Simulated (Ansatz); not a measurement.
A run of Ansatz (development build ahead of 0.2.0) on singlet SO2 at this shape:

```xyz
3

S     0.0283    0.0138   -0.4102
O    -0.0170    1.2947    0.3556
O    -0.0058   -1.2997    0.3777
```

Its results:

```yaml
Converged: yes
Total_energy: -547.27060 hartree
Spin_squared_of_the_determinant: 0.000
```

(1) Which input gives this output? Name the method, the orbitals and the basis set, and write the input.

Results:

(1) RHF in def2-TZVP. An unrestricted run that stays on the closed shell gives the same numbers.

```yaml
crystal:
  periodic: [false, false, false]
  atoms:
    - { symbol: S, position_ang: [0.02831, 0.01384, -0.41015] }
    - { symbol: O, position_ang: [-0.01704, 1.29474, 0.35563] }
    - { symbol: O, position_ang: [-0.00578, -1.29969, 0.37771] }
basis:
  gaussian: { orbitals: def2-TZVP }
hamiltonian:
  xc: hf
```

Caution: in another basis set an unrestricted determinant lies well below.
